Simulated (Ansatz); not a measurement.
# How methods differ on SiH4 (SMILES [H][Si]([H])([H])[H])

SiH4: 5 atoms, total charge 0, spin state singlet. As SMILES, `[H][Si]([H])([H])[H]`. The shape is that of a GFN2-xTB optimisation.

Each level gives the electronic atomisation energy (eV). The values are calculated. Electronic energies at fixed atoms, without zero-point motion or spin-orbit coupling.

| level | kind | program | value (eV) | less FCI/3-21G |
| --- | --- | --- | --- | --- |
| HF/3-21G | Hartree–Fock | Ansatz | 9.71 | -1.69 |
| BLYP/3-21G | GGA | Ansatz | 13.19 | +1.79 |
| r2SCAN0/3-21G | hybrid meta-GGA | Ansatz | 13.11 | +1.71 |
| wB97X/3-21G | range-separated hybrid | Ansatz | 13.23 | +1.83 |
| B2PLYP/3-21G | double hybrid | Ansatz | 12.58 | +1.18 |
| MP2/3-21G | perturbation theory | Ansatz | 10.99 | -0.41 |
| CCSDT/3-21G | coupled cluster or CI | Ansatz | 11.40 | 0.00 |
| FCI/3-21G | exact in the basis | Ansatz | 11.40 | 0.00 |

FCI/3-21G is exact within its basis and frozen core, so for wave-function methods in that basis the difference is their error; functionals converge differently with the basis, so for them it is only a difference. The values span 9.71 to 13.23 eV. All rows use very small basis sets, so none should be taken for the real molecule's value.
